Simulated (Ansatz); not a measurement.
# The cluster Te₂Mo: reading failed and doubtful runs

2 inputs were typed for the cluster Te₂Mo. Each is run as it stands; the log then has to tell whether the result can be used.

The runs use Ansatz 0.2.0, Gaussian basis; the settings change from run to run.

3 further runs of the same task are left out: 3 set aside as unsound or not needed.

### Step 1. The relaxed structure

The structure was relaxed beforehand with B3LYP-D4 in a triple-zeta def2 set. Mo, Te take a core potential in def2 sets; no spin-orbit term is included.

3 atoms, charge 0, spin multiplicity 1.

Atoms are counted from 1 here; the program's logs count them from 0.

Bond lengths: Mo1–Te2 2.430 Å, Mo1–Te3 2.430 Å. Angles: Te2–Mo1–Te3 107.7°.

### Step 2. Attempt 1

in.yaml

```yaml
crystal:
  periodic: [true, true, true]
  atoms:
    - {symbol: Mo, position_ang: [0.106648, 0.883365, 0.495308]}
    - {symbol: Te, position_ang: [-1.699281, -0.842284, 0.834938]}
    - {symbol: Te, position_ang: [1.645455, -0.079221, -1.207453]}
basis:
  gaussian: {orbitals: def2-mTZVPP}
total_charge: -1
magnetization: {spin_polarized: true, initial_magnetization: 1}
hamiltonian: {xc: {name: r2SCAN0}, dispersion: d3bjatm}
scf: {lower_state_search: off}
```

Launch:

```bash
$ ansatz run in.yaml --threads 4 --pin off --events-out ev --progress --plain --max-ram 3916MiB
```

Output:

```text
Error: YAML parse error: error: line 2 column 3: crystal: missing field `lattice` (a structure is typed as `lattice` and `atoms`, a molecule's as `atoms` in Å alone, or read from a run's directory, `checkpoint`)
 --> <input>:2:3
  |
1 | crystal:
2 |   periodic: [true, true, true]
  |   ^ crystal: missing field `lattice` (a structure is typed as `lattice` and `atoms`, a molecule's as `atoms` in Å alone, or read from a run's directory, `checkpoint`)
3 |   atoms:
4 |     - {symbol: Mo, position_ang: [0.106648, 0.883365, 0.495308]}
  |
```

Wall time 0.05 s (4 threads of Arm Neoverse V2, shared host).

Diagnosis: Refused before any calculation. The molecule is marked periodic without a cell. It also asks for charge -1 and multiplicity 2, another species or state than the molecule above. Its coordinates are also moved off the relaxed structure. Cure: set periodic to false, or give a lattice, and set charge and spin to those of the species named.

### Step 3. Attempt 2

in.yaml

```yaml
crystal:
  periodic: [false, false, false]
  atoms:
    - {symbol: Mo, position_ang: [0.125974, 0.831756, 0.453700]}
    - {symbol: Te, position_ang: [-1.685762, -0.744318, 0.825900]}
    - {symbol: Te, position_ang: [1.559788, -0.087428, -1.279601]}
basis:
  gaussian: {orbitals: def2-TZVPPP}
total_charge: -1
magnetization: {spin_polarized: true, initial_magnetization: 1}
hamiltonian: {xc: {name: B3LYP}}
scf: {omitted_lower_state_checks: [starts]}
output: {forces: true}
```

The command is unchanged.

Output:

```text
Error: <dir> can't be read: No such file or directory (os error 2)
```

It took 0.05 s on 4 threads of Arm Neoverse V2, shared host.

What is wrong: Nothing was computed: the input was turned down at the start. The line that matters: «<dir> can't be read: No such file or directory (os error 2)» No basis of that name is known. The cure: choose a basis that the program's library holds for every element. The input also asks for charge -1 and multiplicity 2, not those of the species named; set them back first.

### Step 4. Summary

```
attempt                level    ended                                           cause    time
      1  r2SCAN0/def2-mTZVPP  refused  the molecule is marked periodic without a cell  0.05 s
      2    B3LYP/def2-TZVPPP  refused                  no basis of that name is known  0.05 s
```

In words: 2 refused. A refusal costs next to no computing time.
